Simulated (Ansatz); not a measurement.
Born–Oppenheimer molecular dynamics of C$_{4}$H$_{6}$O$_{2}$ (12 atoms, charge 0, multiplicity 1). It goes on from the last frame of an earlier run, with new velocities.

Method: UHF/STO-3G in Ansatz.

```
ensemble        : NVT, Langevin thermostat
time step       : 0.5 fs
steps asked     : 266
set temperature : 2000 K
friction        : 0.02 /fs
seed            : 506431
```

First frame:

```xyz
12
Properties=species:S:1:pos:R:3
C -0.124 -2.326 0.319
C 0.120 -1.053 0.361
C -0.042 0.163 0.305
O -0.393 1.136 1.256
C -0.248 0.962 -1.106
O 0.486 2.083 -1.006
H 0.376 -3.266 0.069
H -1.163 -2.599 0.795
H -0.667 0.952 2.198
H 0.313 0.095 -1.775
H -1.371 1.216 -1.161
H 0.013 2.921 -1.047
```

(1) What does the run give?

(2) What happens to the structure?

(3) How do temperature and energy run in time?

Answers

(1) The run went to its last step.

```json
{
  "steps done": "266",
  "time covered": "133 fs",
  "mean temperature over the second half": "2325 K",
  "spread of the potential energy over the second half": "37.8 meV per atom",
  "mean potential energy of the second half above the start": "-24.0 meV per atom"
}
```

The mean temperature of the second half is 16 % above the set value. A run of 0.13 ps of so small a system gives no equilibrium averages. Limits of this set-up: minimal basis.

(2) The same pairs are bonded in the first frame and the last. Pairs count as bonded within 1.25 times the sum of covalent radii (0.12 Å more for H–H). This is one draw of velocities; another would differ in detail.

(3) 
```tsv
time (fs)	T (K)	potential energy less start (eV)
0.0	1833	0.000
11.0	2478	-0.828
22.0	2203	-0.931
33.0	2748	-0.587
44.0	2330	0.155
55.0	2389	0.437
66.0	1891	1.024
77.0	2506	-0.369
88.0	2176	0.211
99.0	2145	0.310
110.0	2986	-0.969
121.0	1979	-0.707
132.0	1831	-0.356
```

Time of the run: 4.2 min on 1 thread of Arm Neoverse V1 (shared host), peak memory 0.099 GiB.
